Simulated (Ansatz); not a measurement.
# Worked example: correlation energy of CO2, singlet

Geometry: MP2(full)/6-31G*, from the G2/97 set.

```tsv
atom	x (Å)	y (Å)	z (Å)
C	0.0000	0.0000	0.0000
O	0.0000	0.0000	-1.1787
O	0.0000	0.0000	1.1787
```

Basis cc-pVDZ; Ansatz 0.2.0. Only valence electrons are correlated (noble-gas cores frozen), which leaves 16 electrons in 39 orbitals. R marks a restricted (for open shells ROHF) determinant.

Full CI isn't at hand for all of this; RCCSDTQ serves as the reference, and is uncertain by about the last step of the cluster series.

Runs differ by some tens of microhartree through their thresholds, so steps under 0.03 kcal/mol mean nothing.

```tsv
level	total energy (hartree)
RHF	-187.646309
RMP2	-188.133540
RCCSD	-188.129298
RCCSD(T)	-188.148187
RCCSDT	-188.148438
RCCSDT(Q)	-188.150660
RCCSDTQ	-188.150307
```

Task: What is the correlation energy at RCCSDTQ, and what share of it do RMP2 and RCCSDT recover?

Result: E(corr) = -188.150307 − (-187.646309) = -0.503998 hartree = -13.714 eV. RMP2: -0.487231 / -0.503998 = 96.67 %. RCCSDT: -0.502129 / -0.503998 = 99.63 %.

Task: By how many kcal/mol does RCCSD(T) miss RCCSDTQ (1 hartree = 627.509 kcal/mol), and which steps make up the rest?

Result: -188.148187 − (-188.150307) = 0.002120 hartree = 1.33 kcal/mol. Steps: RCCSDT − RCCSD(T) = -0.16, RCCSDT(Q) − RCCSDT = -1.39, RCCSDTQ − RCCSDT(Q) = 0.22 kcal/mol. Differences between like states or geometries often cancel part of this.
